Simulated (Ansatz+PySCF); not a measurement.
Two shapes of singlet BH₃.

Shape 1:

```xyz
4

B     0.0000    0.0000    0.0000
H     1.2065    0.0000    0.0000
H    -0.6033    1.0449    0.0000
H    -0.6033   -1.0449    0.0000
```

Shape 2:

```xyz
4

B     0.0000    0.0000    0.0000
H     1.3031    0.0000    0.0000
H    -0.6515    1.1285    0.0000
H    -0.6515   -1.1285    0.0000
```

Basis set: def2-SVP (spherical functions). Correlated methods keep 1 orbital frozen. Charge 0, multiplicity 1.

Computed with Ansatz (development build ahead of 0.2.0); each method stands on the lowest determinant of its kind that the runs found.

(1) Which shape is lower in energy, and by how much in each method?

Results:

(1)

```
     method  E(2) − E(1) (eV)
    RHF-MP2             0.340
    UHF-MP2             0.340
   RHF-CCSD             0.315
RHF-CCSD(T)             0.309
UHF-CCSD(T)             0.309
```

Shape 1 is lower.
